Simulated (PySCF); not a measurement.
System (SMILES): [C-]#[S+] (C-S).
Geometry (B3LYP-D3(BJ)/def2-TZVP, fixed):
```
C
S 1 1.5320
```
Charge 0, spin multiplicity 1.

How fast the mean static polarisability converges with the basis for several methods (PySCF): deviation from each method's own reference, in %. References: HF 28.23 bohr³, the value in aug-cc-pV(5+d)Z; PBE 29.26 bohr³, the value in aug-cc-pV(5+d)Z; PBE0 28.51 bohr³, the value in aug-cc-pV(5+d)Z. All functions are spherical. Density fitting with generated auxiliary sets. No added dispersion term, no relativity. 

| basis | functions | HF | PBE | PBE0 |
|---|---|---|---|---|
| STO-3G | 14 | [?] | -70.8 | -69.8 |
| 3-21G | 22 | [?] | -38.5 | -37.0 |
| pcseg-1 | 32 | [?] | -27.6 | -26.0 |
| cc-pV(D+d)Z | 37 | [?] | -31.0 | -29.4 |
| 6-311+G** | 52 | [?] | -16.9 | -17.3 |
| Sadlej pVTZ | 56 | [?] | -1.0 | -1.1 |
| def2-TZVPD | 83 | [?] | -0.7 | -0.5 |
| def2-QZVPP | 127 | [?] | -8.2 | -7.3 |

Problem. What belongs in the gaps?

Solution. 
- STO-3G, HF: -69.1
- 3-21G, HF: -36.8
- pcseg-1, HF: -25.2
- cc-pV(D+d)Z, HF: -28.9
- 6-311+G**, HF: -18.3
- Sadlej pVTZ, HF: -1.1
- def2-TZVPD, HF: -0.2
- def2-QZVPP, HF: -7.2

Mean absolute deviation over 6-311+G**, Sadlej pVTZ, def2-TZVPD: PBE 6.2, PBE0 6.3, HF 6.5 %.
